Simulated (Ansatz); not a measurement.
Cohesive energy of some III–V compounds

Method: B3LYP (VWN-RPA form) (Ansatz, a program for electronic structure, plane waves, PAW). References are measured values corrected to a static lattice.

Values in eV/atom.

```
solid                    reference  B3LYP (VWN-RPA form)  error (eV/atom)
----------------  ----------------  --------------------  ---------------
zinc-blende GaAs              3.34                  2.81            -0.53
cubic BN                      6.76                  6.53            -0.23
zinc-blende GaP               3.61                  3.11            -0.50
zinc-blende BP                5.14                  4.81            -0.33
zinc-blende AlP   4.32 (4.20–4.32)                  3.75            -0.57
wurtzite AlN                  5.85                  5.45            -0.40
zinc-blende GaSb              3.03                  2.47            -0.56
```

Over these 7 solids the mean error is -0.45 eV/atom, the mean absolute error 0.45 eV/atom (median 0.50 eV/atom), and the worst case zinc-blende AlP at -0.57 eV/atom; the value is too low in 7 of 7 cases.

All these references are brought to a static lattice.

Spin–orbit coupling is left out, also for the solids with elements from indium on (zinc-blende GaSb); its size isn't shown.

Brackets give the range of the sources taken for a reference, where it is wide; it can hold other temperatures.

Differences are worked out from the printed values.

Free atoms are spin-polarised, in the lowest state found; at levels without +SOC their spin–orbit coupling is left out. Each level is taken at its own relaxed cell. Ansatz's density-functional and Hartree–Fock values are scalar-relativistic unless marked +SOC, with PAW data made under PBE.

Not in this set, of the III–V compounds with a reference value in our tables and a result at some level: 2 for sources at odds; 2 for the spin–orbit terms of free Br, In, Sn, Te, I and atoms past barium, a cut that leaves lighter open-shell atoms' terms in the errors; 1 for a reference at room or unstated temperature. These can be a level's best or worst cases. At least 1 more with a reference value is held back for tests. Solids without a released value at any level aren't counted. Layered and molecular crystals are counted apart.

References as tabulated in Mejia-Rodriguez and Trickey (2018), arXiv:1807.09216; Paulus et al. (1996), arXiv:cond-mat/9605064. Worked out here from the CRC Handbook's enthalpies at 298 K, with a Debye model for the thermal and zero-point parts: AlN.
